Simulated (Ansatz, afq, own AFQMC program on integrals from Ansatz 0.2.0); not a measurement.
GeH₂O, singlet: AFQMC among the cluster methods

```yaml
atoms:
  - { symbol: Ge, position_ang: [0.0000, -0.0451, 0.3362] }
  - { symbol: O, position_ang: [0.0000, 0.1518, -1.4436] }
  - { symbol: H, position_ang: [0.0000, 1.5359, 0.5766] }
  - { symbol: H, position_ang: [0.0000, -0.6985, -1.8920] }
```

Connectivity, by distances: GeH–OH.

Basis cc-pVDZ. Only valence electrons are correlated. Integrals, coupled cluster, full CI and functionals: Ansatz 0.2.0; the random walks run on the same integrals in our own AFQMC program. The CISD trial takes its coefficients from CCSD amplitudes. Released means that phaseless walkers are propagated on without the constraint, phases kept. Uncertainties: one standard error, sampling alone. No spin–orbit coupling.

Determinant: RHF, the one that the program's search chose, which needn't be the lowest solution. The geometry is a point of a scan.

No full CI on the walks' own integrals is used here. The released AFQMC energy serves as the reference, which it does only where one determinant dominates, the energy is flat over the last release times and near the phaseless one (40 meV or 2 meV an electron, half that with transition metals). On small molecules, where full CI could be run and the noise was under 10 meV, such values lay within 10 meV of it in 19 cases of 20, a flattering rate, since the rule was set on those same cases; what remains of the bias isn't in the error bar.

Cautions: no relativity below Rb; no spin-orbit coupling; inner d shell frozen; higher spins were not checked; raised T1 diagnostic (T1 0.021, weight of the determinant 0.88, largest double 0.07); the ph-AFQMC/HF walk drifts between its halves (2.4 errors); the released value is read at 2.40 1/Eh with a noise of 26 meV, more than in the cases checked (meV from the phaseless value at times in 1/Eh: 11 ± 17 at 0.24, 10 ± 14 at 0.51, 1 ± 15 at 0.99, -7 ± 17 at 1.62, -18 ± 26 at 2.40).

```
T1 diagnostic                               : 0.0212
weight of the determinant in the CISD state : 0.878
size of the correlated space                : 12 electrons in 36 orbitals
```

```
  level  correlation energy (eV)
    MP2                  -7.4517
   CCSD                  -8.0255
CCSD(T)                  -8.2302
```

Estimate where AFQMC with the constraint released lies against CCSD(T) on the same integrals.

1.72 ± 0.95 mEh below CCSD(T). The gap is under twice the noise, so this walk alone can't tell the two apart.

Reference: AFQMC with the constraint released, correlation energy -8.277 ± 0.026 eV.

```json
{"level": "CCSD(T)", "E − E(reference) (mEh)": "1.72 ± 0.95", "share of correlation (%)": "99.44"}
{"level": "ph-AFQMC/HF", "E − E(reference) (mEh)": "-2.14 ± 3.13", "share of correlation (%)": "100.70"}
{"level": "ph-AFQMC/CISD", "E − E(reference) (mEh)": "0.65 ± 1.17", "share of correlation (%)": "99.79"}
```

A walk keeps the symmetry of its determinant, which the program's search chose and which needn't be the lowest solution, so a lower state of the same spin and another symmetry isn't excluded. Released energies are given only where the last usable release times agree within the noise; a slower fall can still hide under it.
